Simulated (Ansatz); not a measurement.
Isolated molecules relaxed with PBE0-D4/def2-TZVP in Ansatz; ΔE leaves out vibrations. CCSD(T)/CBS adds triple-zeta CCSD(T) − MP2 to the extrapolated MP2 energy (def2 sets, frozen cores). DFT in def2-TZVPP. B3LYP here is the variant with VWN-RPA as its local correlation; programs differ in this. HSE06 is defined as in plane-wave codes. One conformer a species, not always the lowest.

Reaction (isomerisation): `BO[SiH3]` → `OB[SiH3]`

```
             level  ΔE (kJ/mol)  difference from CCSD(T)/CBS
       LDA (SPW92)         78.4                        -25.8
         revPBE-D4         80.3                        -23.9
           BLYP-D4         97.8                         -6.4
         r2SCAN-D4         97.1                         -7.1
            B97M-V         96.8                         -7.4
           PBE0-D4         87.8                        -16.4
          B3LYP-D4        103.5                         -0.7
        r2SCANh-D4         98.8                         -5.4
        r2SCAN0-D4        101.2                         -3.0
          HSE06-D4         87.6                        -16.6
          BHLYP-D4        114.6                         10.4
      CAM-B3LYP-D4        107.9                          3.7
           ωB97X-V        100.6                         -3.6
           ωB97M-V        104.0                         -0.2
            B2PLYP        107.6                          3.4
          PBE-QIDH        100.7                         -3.5
            revPBE         77.9                        -26.3
              BLYP         96.6                         -7.6
            r2SCAN         97.0                         -7.2
              PBE0         87.5                        -16.7
             B3LYP        102.8                         -1.4
           r2SCANh         98.7                         -5.5
           r2SCAN0        101.1                         -3.1
         CAM-B3LYP        107.6                          3.4
           LC-ωPBE         93.8                        -10.4
       HF/def2-SVP        112.0                          7.8
      MP2/def2-SVP         97.0                         -7.2
     CCSD/def2-SVP         91.0                        -13.2
  CCSD(T)/def2-SVP         88.6                        -15.6
     HF/def2-TZVPP        128.4                         24.2
    MP2/def2-TZVPP        111.4                          7.2
SCS-MP2/def2-TZVPP        114.6                         10.4
   CCSD/def2-TZVPP        105.6                          1.4
CCSD(T)/def2-TZVPP        102.5                         -1.7
     HF/def2-QZVPP        130.7                         26.5
    MP2/def2-QZVPP        113.2                          9.0
SCS-MP2/def2-QZVPP        116.2                         12.0
      HF/CBS(def2)        131.0                         26.8
     MP2/CBS(def2)        113.2                          9.0
    CCSD/CBS(def2)        107.4                          3.2
       CCSD(T)/CBS        104.2                            0
```

(1) What do rigid-rotor, harmonic-oscillator terms from PBE0-D4/def2-TZVP frequencies (298.15 K, 1 bar) make of the CCSD(T)/CBS value? (An estimate is asked.)

Largest T1 diagnostic among the species: 0.014.

Results:

(1) The calculation gave: ΔZPE = +2.9 kJ/mol, ΔH = +107.4 kJ/mol, ΔS = 4 J/(mol·K), ΔG = +106.2 kJ/mol.

From PBE to PBE0 (25 % exact exchange), in def2-TZVPP and without D4, ΔE moves by +8.8 kJ/mol. In def2-TZVPP, CCSD(T) changes the Hartree–Fock value by −25.9 kJ/mol (the triples alone add −3.1 kJ/mol) and MP2 by −17.0 kJ/mol.
